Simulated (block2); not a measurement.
# DMRG/STO-3G run of C2H3Al (ethynylalumane), part 2 of 2

block2 0.5.4.

## 3. The distorted shape: the energy at DMRG/STO-3G

integrals.py

```python
from pyscf import ao2mo, cc, dft, gto, mcscf, mp, scf
from pyscf.tools import fcidump

mol = gto.M(atom="""
C     -1.424834    -2.925668    -0.528378
C     -0.266100    -0.564200    -0.106200
Al     0.564800     1.124200     0.195000
H     -1.889034    -3.871168    -0.697678
H      1.356700     1.804700    -0.990500
H      0.436600     1.792000     1.621000
""", basis="sto-3g", charge=0, verbose=4)
print("nao: %d" % (mol.nao))
mf = scf.RHF(mol)
mf.conv_tol = 1e-10
mf.max_cycle = 200
mf.kernel()
if not mf.converged:
    mf = mf.newton().run(mf.mo_coeff, mf.mo_occ)
print(f"reference energy: {mf.e_tot:.10f}")
ref = mf
pt = mp.MP2(ref, frozen=7).run()
mycc = cc.CCSD(ref, frozen=7)
mycc.max_cycle = 150
mycc.kernel()
print("MP2 total energy: %.10f" % (pt.e_tot))
if mycc.converged:
    print(f"CCSD total energy: {mycc.e_tot:.10f}")
    print("E(CCSD(T)): %.10f" % (mycc.e_tot + mycc.ccsd_t()))
    print(f"T1 diagnostic: {mycc.get_t1_diagnostic():.4f}")
ks = dft.RKS(mol, xc="revpbe").set(conv_tol=1e-9, verbose=3).run()
if ks.converged:
    print(f"E(revPBE): {ks.e_tot:.8f}")
ks = dft.RKS(mol, xc="m062x").set(conv_tol=1e-9, verbose=3).run()
if ks.converged:
    print("E(M06-2X): %.8f" % (ks.e_tot))
ks = dft.RKS(mol, xc="wb97x").set(conv_tol=1e-9, verbose=3).run()
if ks.converged:
    print("E(wB97X): %.8f" % (ks.e_tot))
ks = dft.RKS(mol, xc="blyp").set(conv_tol=1e-9, verbose=3).run()
if ks.converged:
    print(f"E(BLYP): {ks.e_tot:.8f}")
occ_no, mo = mcscf.addons.make_natural_orbitals(mp.MP2(mf, frozen=7).run())
mf.mo_coeff = mo
cas = mcscf.CASCI(mf, 15, 14)
h1, ecore = cas.get_h1eff()
fcidump.from_integrals("FCIDUMP", h1, cas.get_h2eff(), 15, 14, nuc=ecore, ms=0)
```

block.conf

```
sym c1
orbitals FCIDUMP
nelec 14
spin 0
irrep 1
occ 2 2 2 2 2 2 2 0 0 0 0 0 0 0 0
cbias 0.2
schedule
0 150 1E-07 1E-04
3 300 1E-07 1E-05
7 300 1E-08 0.0
end
maxiter 13
sweep_tol 1E-06
fiedler
mem 1g
num_thrds 1
prefix ./tmp
outputlevel 2
onepdm
```

The run is started by

```
$ python integrals.py && block2main block.conf
```

Standard output:

```text
$ python integrals.py

[INPUT] verbose = 4
[INPUT] num. atoms = 6
[INPUT] num. electrons = 28
[INPUT] charge = 0
[INPUT] spin (= nelec alpha-beta = 2S) = 0
[INPUT] symmetry False subgroup None
[INPUT] Mole.unit = angstrom
[INPUT] Symbol           X                Y                Z      unit          X                Y                Z       unit  Magmom
[INPUT]  1 C     -1.424834000000  -2.925668000000  -0.528378000000 AA   -2.692546032969  -5.528711251404  -0.998489710245 Bohr   0.0
[INPUT]  2 C     -0.266100000000  -0.564200000000  -0.106200000000 AA   -0.502856121747  -1.066183479480  -0.200688914429 Bohr   0.0
[INPUT]  3 Al     0.564800000000   1.124200000000   0.195000000000 AA    1.067317315154   2.124430109236   0.368496594290 Bohr   0.0
[INPUT]  4 H     -1.889034000000  -3.871168000000  -0.697678000000 AA   -3.569756899992  -7.315447302180  -1.318420343134 Bohr   0.0
[INPUT]  5 H      1.356700000000   1.804700000000  -0.990500000000 AA    2.563791433197   3.410388737003  -1.871773726382 Bohr   0.0
[INPUT]  6 H      0.436600000000   1.792000000000   1.621000000000 AA    0.825054425985   3.386389215221   3.063246047920 Bohr   0.0

nuclear repulsion = 55.2178073665568
number of shells = 14
number of NR pGTOs = 66
number of NR cGTOs = 22
basis = sto-3g
ecp = {}
CPU time:         0.75
nao: 22

******** <class 'pyscf.scf.hf.RHF'> ********
method = RHF
initial guess = minao
damping factor = 0
level_shift factor = 0
DIIS = <class 'pyscf.scf.diis.CDIIS'>
diis_start_cycle = 1
diis_space = 8
diis_damp = 0
SCF conv_tol = 1e-10
SCF conv_tol_grad = None
SCF max_cycles = 200
direct_scf = True
direct_scf_tol = 1e-13
chkfile to save SCF result = tmpfubjnvmf
max_memory 1800 MB (current use 108 MB)
Set gradient conv threshold to 1e-05
Initial guess from minao.
init E= -314.248311524643
  HOMO = -0.0511351896574969  LUMO = -0.0289203139967299  gap/eV = 0.60450
cycle= 1 E= -314.680234599707  delta_E= -0.432  |g|= 0.338  |ddm|=    3
  HOMO = -0.116200240427475  LUMO = 0.025573649114333  gap/eV = 3.85786
cycle= 2 E= -311.910597477556  delta_E= 2.77  |g|= 1.19  |ddm|= 3.93
  HOMO = -0.0676453490119591  LUMO = 0.0911903771589341  gap/eV = 4.32214
cycle= 3 E= -314.735996497384  delta_E= -2.83  |g|= 0.276  |ddm|= 3.83
  HOMO = -0.0713615846909772  LUMO = 0.0953680995805309  gap/eV = 4.53695
cycle= 4 E= -314.77462722825  delta_E= -0.0386  |g|= 0.269  |ddm|= 0.265
  HOMO = -0.0662986019597315  LUMO = 0.0655941264366067  gap/eV = 3.58898
cycle= 5 E= -314.759047813666  delta_E= 0.0156  |g|= 0.261  |ddm|= 0.125
  HOMO = -0.0272733027878082  LUMO = -0.00918915084265504  gap/eV = 0.49209
cycle= 6 E= -312.587317845238  delta_E= 2.17  |g|= 1.63  |ddm|= 3.46
  HOMO = -0.0686377614838654  LUMO = 0.0525960475251593  gap/eV = 3.29894
cycle= 7 E= -314.883197040688  delta_E= -2.3  |g|= 0.108  |ddm|= 3.04
  HOMO = -0.0943924519733421  LUMO = 0.10798204193016  gap/eV = 5.50689
cycle= 8 E= -314.881900018166  delta_E= 0.0013  |g|= 0.142  |ddm|= 0.328
  HOMO = -0.0859391181989965  LUMO = 0.112616408216742  gap/eV = 5.40297
cycle= 9 E= -314.888932904432  delta_E= -0.00703  |g|= 0.0763  |ddm|= 0.12
  HOMO = -0.0798886033609403  LUMO = 0.113932303104772  gap/eV = 5.27414
cycle= 10 E= -314.891645703113  delta_E= -0.00271  |g|= 0.0208  |ddm|= 0.105
  HOMO = -0.0798425863089475  LUMO = 0.120212329071582  gap/eV = 5.44377
cycle= 11 E= -314.891834587964  delta_E= -0.000189  |g|= 0.00759  |ddm|= 0.0534
  HOMO = -0.0795069884686532  LUMO = 0.118820129716978  gap/eV = 5.39676
cycle= 12 E= -314.891866418135  delta_E= -3.18e-05  |g|= 0.000904  |ddm|= 0.0124
  HOMO = -0.0793420431602727  LUMO = 0.118635708308802  gap/eV = 5.38725
cycle= 13 E= -314.891867000249  delta_E= -5.82e-07  |g|= 4.08e-05  |ddm|= 0.00218
  HOMO = -0.0793397373079148  LUMO = 0.118638876331249  gap/eV = 5.38727
cycle= 14 E= -314.891867002516  delta_E= -2.27e-09  |g|= 1.57e-05  |ddm|= 0.000193
  HOMO = -0.0793409123764889  LUMO = 0.118640527536109  gap/eV = 5.38735
cycle= 15 E= -314.891867003934  delta_E= -1.42e-09  |g|= 1.28e-05  |ddm|= 0.000154
  HOMO = -0.0793401647732755  LUMO = 0.11863969884525  gap/eV = 5.38731
cycle= 16 E= -314.891867006404  delta_E= -2.47e-09  |g|= 3.82e-06  |ddm|= 0.00053
  HOMO = -0.0793404795891157  LUMO = 0.118639843492117  gap/eV = 5.38732
cycle= 17 E= -314.891867006461  delta_E= -5.7e-11  |g|= 1.53e-06  |ddm|= 7.02e-05
  HOMO = -0.0793404360488885  LUMO = 0.118639857669567  gap/eV = 5.38732
Extra cycle  E= -314.891867006465  delta_E= -4.38e-12  |g|= 1.28e-06  |ddm|= 4.61e-06
converged SCF energy = -314.891867006465
reference energy: -314.8918670065

******** <class 'pyscf.mp.mp2.RMP2'> ********
nocc = 7, nmo = 15
frozen orbitals 7
max_memory 1800 MB (current use 123 MB)
E(RMP2) = -315.116632034905  E_corr = -0.224765028439871
E(SCS-RMP2) = -315.152425848746  E_corr = -0.260558842280768
E_corr(same-spin) = -0.0105682982850886
E_corr(oppo-spin) = -0.214196730154782

[... 43 lines left out ...]
CCSD converged
[... 26 lines left out ...]
converged SCF energy = -315.932414399641
[... 101 lines left out ...]
 --> Site =    0-   1 .. Mmps =    3 Ndav =  14 E =   -311.7497478416 Error = 0.00e+00 FLOPS = 2.89e+07 Tdav = 0.00 T = 0.01
[... 4 lines left out ...]
 --> Site =    5-   6 .. Mmps =  150 Ndav =  26 E =   -313.1993791181 Error = 1.22e-06 FLOPS = 4.88e+09 Tdav = 2.37 T = 2.52
[... 4 lines left out ...]
 --> Site =   10-  11 .. Mmps =  150 Ndav =   2 E =   -315.2914576570 Error = 4.44e-07 FLOPS = 2.36e+09 Tdav = 0.04 T = 0.11
[... 13 lines left out ...]
 <-- Site =   12-  13 .. Mmps =   10 Ndav =   1 E =   -315.2914574965 Error = 0.00e+00 FLOPS = 1.31e+09 Tdav = 0.00 T = 0.01
[... 4 lines left out ...]
 <-- Site =    7-   8 .. Mmps =  150 Ndav =   8 E =   -315.2975017894 Error = 6.76e-06 FLOPS = 4.09e+09 Tdav = 1.41 T = 1.61
[... 4 lines left out ...]
 <-- Site =    2-   3 .. Mmps =  150 Ndav =   1 E =   -315.3038158348 Error = 2.75e-10 FLOPS = 2.96e+09 Tdav = 0.00 T = 0.03
[... 13 lines left out ...]
 --> Site =    2-   3 .. Mmps =   35 Ndav =   1 E =   -315.3038158348 Error = 0.00e+00 FLOPS = 2.63e+09 Tdav = 0.00 T = 0.02
[... 4 lines left out ...]
 --> Site =    7-   8 .. Mmps =  150 Ndav =   4 E =   -315.3039418097 Error = 1.12e-05 FLOPS = 3.52e+09 Tdav = 0.92 T = 1.28
[... 4 lines left out ...]
 --> Site =   12-  13 .. Mmps =   65 Ndav =   1 E =   -315.3041795900 Error = 1.45e-18 FLOPS = 1.12e+09 Tdav = 0.00 T = 0.03
[... 13 lines left out ...]
 <-- Site =   10-  11 .. Mmps =  125 Ndav =   2 E =   -315.3041798153 Error = 0.00e+00 FLOPS = 2.20e+09 Tdav = 0.05 T = 0.09
[... 4 lines left out ...]
 <-- Site =    5-   6 .. Mmps =  300 Ndav =   6 E =   -315.3045816290 Error = 3.06e-06 FLOPS = 7.92e+09 Tdav = 1.39 T = 1.92
[... 4 lines left out ...]
 <-- Site =    0-   1 .. Mmps =   12 Ndav =   1 E =   -315.3045821921 Error = 1.21e-17 FLOPS = 4.39e+08 Tdav = 0.00 T = 0.01
[... 13 lines left out ...]
 --> Site =    4-   5 .. Mmps =  300 Ndav =   2 E =   -315.3045823158 Error = 1.01e-08 FLOPS = 6.72e+09 Tdav = 0.31 T = 0.54
[... 4 lines left out ...]
 --> Site =    9-  10 .. Mmps =  300 Ndav =   3 E =   -315.3046265639 Error = 3.24e-07 FLOPS = 3.75e+09 Tdav = 0.78 T = 1.43
[... 13 lines left out ...]
 <-- Site =   13-  14 .. Mmps =    3 Ndav =   1 E =   -315.3046257608 Error = 0.00e+00 FLOPS = 1.03e+09 Tdav = 0.00 T = 0.00
[... 4 lines left out ...]
 <-- Site =    8-   9 .. Mmps =  300 Ndav =   3 E =   -315.3046364837 Error = 3.44e-06 FLOPS = 6.67e+09 Tdav = 1.88 T = 2.39
[... 4 lines left out ...]
 <-- Site =    3-   4 .. Mmps =  300 Ndav =   1 E =   -315.3046379161 Error = 3.77e-09 FLOPS = 3.84e+09 Tdav = 0.05 T = 0.25
[... 13 lines left out ...]
 --> Site =    1-   2 .. Mmps =   10 Ndav =   1 E =   -315.3046379161 Error = 0.00e+00 FLOPS = 2.85e+09 Tdav = 0.00 T = 0.02
[... 4 lines left out ...]
 --> Site =    6-   7 .. Mmps =  300 Ndav =   4 E =   -315.3046607151 Error = 8.46e-06 FLOPS = 8.93e+09 Tdav = 2.57 T = 3.26
[... 4 lines left out ...]
 --> Site =   11-  12 .. Mmps =  280 Ndav =   1 E =   -315.3046397129 Error = 5.90e-14 FLOPS = 1.35e+09 Tdav = 0.02 T = 0.16
[... 13 lines left out ...]
 <-- Site =   11-  12 .. Mmps =   35 Ndav =   1 E =   -315.3046397129 Error = 0.00e+00 FLOPS = 1.45e+09 Tdav = 0.02 T = 0.06
[... 4 lines left out ...]
 <-- Site =    6-   7 .. Mmps =  300 Ndav =   5 E =   -315.3046632043 Error = 7.98e-06 FLOPS = 9.21e+09 Tdav = 3.12 T = 3.77
[... 4 lines left out ...]
 <-- Site =    1-   2 .. Mmps =   10 Ndav =   1 E =   -315.3046410569 Error = 2.93e-16 FLOPS = 4.85e+08 Tdav = 0.00 T = 0.01
[... 13 lines left out ...]
 --> Site =    3-   4 .. Mmps =  126 Ndav =   1 E =   -315.3046410569 Error = 0.00e+00 FLOPS = 3.90e+09 Tdav = 0.05 T = 0.15
[... 4 lines left out ...]
 --> Site =    8-   9 .. Mmps =  300 Ndav =   4 E =   -315.3046527937 Error = 3.76e-06 FLOPS = 6.57e+09 Tdav = 2.57 T = 2.96
 --> Site =    9-  10 .. Mmps =  300 Ndav =   3 E =   -315.3046424333 Error = 1.96e-07 FLOPS = 4.18e+09 Tdav = 0.70 T = 0.93
 --> Site =   10-  11 .. Mmps =  126 Ndav =   2 E =   -315.3046417503 Error = 4.48e-17 FLOPS = 2.52e+09 Tdav = 0.15 T = 0.32
 --> Site =   11-  12 .. Mmps =   35 Ndav =   1 E =   -315.3046417503 Error = 1.29e-18 FLOPS = 1.39e+09 Tdav = 0.01 T = 0.06
 --> Site =   12-  13 .. Mmps =   10 Ndav =   1 E =   -315.3046417503 Error = 8.74e-18 FLOPS = 4.94e+08 Tdav = 0.00 T = 0.01
 --> Site =   13-  14 .. Mmps =    3 Ndav =   1 E =   -315.3046417503 Error = 7.68e-18 FLOPS = 5.86e+07 Tdav = 0.00 T = 0.00
[... 7 lines left out ...]

Final canonical form =  LLLLLLLLLLLLLLC 13
DMRG Energy = -315.304663754457465
npdm string = ['(C+D)0']

Build NPDM MPO | Nsites =    15 | Nmaxops =  2 | SymbolFree = T | Cutoff = 0.00e+00
 Site =     0 /    15 .. L =        4 R =        1 M =            0 Tmid = 0.000 T = 0.000
 Site =     1 /    15 .. L =        4 R =       29 M =           29 Tmid = 0.000 T = 0.000
 Site =     2 /    15 .. L =        4 R =       27 M =           27 Tmid = 0.000 T = 0.000
 Site =     3 /    15 .. L =        4 R =       25 M =           25 Tmid = 0.000 T = 0.000
 Site =     4 /    15 .. L =        4 R =       23 M =           23 Tmid = 0.000 T = 0.000
 Site =     5 /    15 .. L =        4 R =       21 M =           21 Tmid = 0.000 T = 0.000
 Site =     6 /    15 .. L =        4 R =       19 M =           19 Tmid = 0.000 T = 0.000
 Site =     7 /    15 .. L =        4 R =       17 M =           17 Tmid = 0.000 T = 0.000
 Site =     8 /    15 .. L =        4 R =       15 M =           15 Tmid = 0.000 T = 0.000
 Site =     9 /    15 .. L =        4 R =       13 M =           13 Tmid = 0.000 T = 0.000
 Site =    10 /    15 .. L =        4 R =       11 M =           11 Tmid = 0.000 T = 0.000
 Site =    11 /    15 .. L =        4 R =        9 M =            9 Tmid = 0.000 T = 0.000
 Site =    12 /    15 .. L =        4 R =        7 M =            7 Tmid = 0.000 T = 0.000
 Site =    13 /    15 .. L =        4 R =        5 M =            5 Tmid = 0.000 T = 0.000
 Site =    14 /    15 .. L =        1 R =        4 M =            4 Tmid = 0.000 T = 0.000
Ttotal =      0.000

Environment initialization | Nsites =    15 | Center =    13
 INIT-L --> Site =    1 ..  Bmem =    80 B Rmem =    80 B T = 0.00
 INIT-L --> Site =    2 ..  Bmem =    80 B Rmem =   640 B T = 0.00
 INIT-L --> Site =    3 ..  Bmem =   640 B Rmem = 6.02 KB T = 0.00
 INIT-L --> Site =    4 ..  Bmem = 6.02 KB Rmem = 64.3 KB T = 0.00
 INIT-L --> Site =    5 ..  Bmem = 64.3 KB Rmem =  329 KB T = 0.00
 INIT-L --> Site =    6 ..  Bmem =  329 KB Rmem =  321 KB T = 0.00
 INIT-L --> Site =    7 ..  Bmem =  321 KB Rmem =  326 KB T = 0.00
 INIT-L --> Site =    8 ..  Bmem =  326 KB Rmem =  343 KB T = 0.00
 INIT-L --> Site =    9 ..  Bmem =  343 KB Rmem =  327 KB T = 0.00
 INIT-L --> Site =   10 ..  Bmem =  327 KB Rmem =  332 KB T = 0.00
 INIT-L --> Site =   11 ..  Bmem =  332 KB Rmem = 64.3 KB T = 0.00
 INIT-L --> Site =   12 ..  Bmem = 64.3 KB Rmem = 6.02 KB T = 0.00
 INIT-L --> Site =   13 ..  Bmem = 6.02 KB Rmem =   640 B T = 0.00
Time init sweep =        0.032 | MaxBmem =  343 KB | MaxRmem =  327 KB
 | Tread = 0.000 | Twrite = 0.005 | Tfpread = 0.000 | Tfpwrite = 0.004 | data = 2.07 MB | cpsd = 1.38 MB | Tasync = 0.000

Expectation | Direction = backward | BRA bond dimension =  300 | KET bond dimension =  300
 <-- Site =   13-  14 .. Nterms =            4 Error =  0.000000000000/ 0.000000000000 FLOPS = 2.51e+06 Tmult = 0.00 T = 0.00
 <-- Site =   12-  13 .. Nterms =            5 Error =  0.000000000000/ 0.000000000000 FLOPS = 8.00e+07 Tmult = 0.00 T = 0.00
 <-- Site =   11-  12 .. Nterms =            7 Error =  0.000000000000/ 0.000000000000 FLOPS = 1.24e+09 Tmult = 0.00 T = 0.00
 <-- Site =   10-  11 .. Nterms =            9 Error =  0.000000000000/ 0.000000000000 FLOPS = 3.85e+09 Tmult = 0.00 T = 0.01
 <-- Site =    9-  10 .. Nterms =           11 Error =  0.000000000000/ 0.000000000000 FLOPS = 7.27e+09 Tmult = 0.00 T = 0.01
 <-- Site =    8-   9 .. Nterms =           13 Error =  0.000000000000/ 0.000000000000 FLOPS = 7.65e+09 Tmult = 0.01 T = 0.04
 <-- Site =    7-   8 .. Nterms =           15 Error =  0.000000000000/ 0.000000000000 FLOPS = 8.05e+09 Tmult = 0.01 T = 0.05
 <-- Site =    6-   7 .. Nterms =           17 Error =  0.000000000000/ 0.000000000000 FLOPS = 7.37e+09 Tmult = 0.01 T = 0.06
 <-- Site =    5-   6 .. Nterms =           19 Error =  0.000000000000/ 0.000000000000 FLOPS = 7.92e+09 Tmult = 0.01 T = 0.06
 <-- Site =    4-   5 .. Nterms =           21 Error =  0.000000000000/ 0.000000000000 FLOPS = 6.19e+09 Tmult = 0.00 T = 0.05
 <-- Site =    3-   4 .. Nterms =           23 Error =  0.000000000000/ 0.000000000000 FLOPS = 3.28e+09 Tmult = 0.00 T = 0.05
 <-- Site =    2-   3 .. Nterms =           25 Error =  0.000000000000/ 0.000000000000 FLOPS = 1.56e+09 Tmult = 0.00 T = 0.05
 <-- Site =    1-   2 .. Nterms =           27 Error =  0.000000000000/ 0.000000000000 FLOPS = 1.38e+09 Tmult = 0.00 T = 0.02
 <-- Site =    0-   1 .. Nterms =           29 Error =  0.000000000000/ 0.000000000000 FLOPS = 2.06e+08 Tmult = 0.00 T = 0.00
Time elapsed =      0.418
Time sweep =        0.418 | 417 MFLOP/SWP
 | Dmem = 3.13 MB (24%) | Imem = 26.3 KB (94%) | Hmem = 27.4 MB | Wmem = 795 KB | MaxBmem = 1.97 MB | MaxRmem = 2.35 MB
 | Tread = 0.019 | Twrite = 0.022 | Tfpread = 0.018 | Tfpwrite = 0.021 | data = 12.0 MB | cpsd = 9.19 MB | Tasync = 0.000
 | Trot = 0.130 | Tctr = 0.001 | Tint = 0.000 | Tmid = 0.000 | Tdctr = 0.000 | Tdiag = 0.001 | Tinfo = 0.004
 | Teff = 0.057 | Texpt = 0.064 | Tblk = 0.241 | Tmve = 0.176

NPDM Sorting | Nsites =    15 | Nmaxops =  2 | DotSite = 2 | SymbolFree = T | Compressed = T | LowMem = F | Mem = 1.76 KB
 Site =     0 ..  T = 0.000
 Site =     1 ..  T = 0.000
 Site =     2 ..  T = 0.000
 Site =     3 ..  T = 0.000
 Site =     4 ..  T = 0.000
 Site =     5 ..  T = 0.000
 Site =     6 ..  T = 0.000
 Site =     7 ..  T = 0.000
 Site =     8 ..  T = 0.000
 Site =     9 ..  T = 0.000
 Site =    10 ..  T = 0.000
 Site =    11 ..  T = 0.000
 Site =    12 ..  T = 0.000
 Site =    13 ..  T = 0.000
Ttotal =      0.001

DMRG OCC =   1.966 1.858 1.512 1.964 1.417 1.168 1.055 0.937 0.040 0.943 0.992 0.025 0.023 0.015 0.086
```

Wall time 2.4 min (1 thread of AMD EPYC 7R43 (Zen 3), shared host); peak memory 0.42 GiB.

## 4. Outcome

What follows sums up all 2 parts.

At DMRG/STO-3G, 7 core orbitals frozen:

```
                                                         quantity          value
                                 run 1, DMRG/STO-3G: total energy  -315.68927 Eh
               run 1, DMRG/STO-3G: T1 diagnostic of the CCSD step          0.006
                                    distorted shape: total energy  -315.30466 Eh
                  distorted shape: T1 diagnostic of the CCSD step          0.021
energy change with the C1–C2 bond stretched from 1.211 to 2.664 Å      10.466 eV
```

What this shows: With the C1–C2 bond stretched from 1.211 to 2.664 Å the energy rises by 10.47 eV (1010 kJ/mol). The first shape isn't relaxed at this level, so the change isn't measured from a minimum. The minimal basis adds a large error of its own. The T1 diagnostic (distorted shape) of 0.021 is above the customary mark for such species, so a single reference may not serve.
